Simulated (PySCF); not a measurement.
Working out the ionisation energy of Cl

Cl [Ne] 3s2 3p5 (2P) → Cl⁺ [Ne] 3s2 3p4 (3P). Computed with PySCF 2.14 in ANO-RCC-VTZP (5s4p2d1f, 34 functions), with scalar relativity by spin-free X2C-1e. Frozen: 1s2. Energies in hartree (1 hartree = 27.21139 eV):

| part | Cl (lower) | Cl⁺ (upper) |
| --- | --- | --- |
| UHF | -460.897308 | -460.465585 |
| MP2 opposite-spin | -0.134931 | -0.107789 |
| MP2 same-spin | -0.043181 | -0.034688 |

What does Hartree-Fock give?

(-460.465585) − (-460.897308) = 0.431723 hartree = 11.748 eV.

What do MP2 and SCS-MP2 (6/5 opposite-spin, 1/3 same-spin) give?

The opposite-spin parts differ by 0.739 eV and the same-spin parts by 0.231 eV. MP2: 11.748 + (0.739) + (0.231) = 12.718 eV. SCS-MP2: 11.748 + 1.2 × (0.739) + (0.231)/3 = 12.712 eV.

Measured between the centres of the two terms (NIST): 12.974 eV, so MP2 (valence and next inner shell) is off by -0.256 eV.

What remains against the reference includes basis incompleteness, the frozen core and correlation beyond second order.
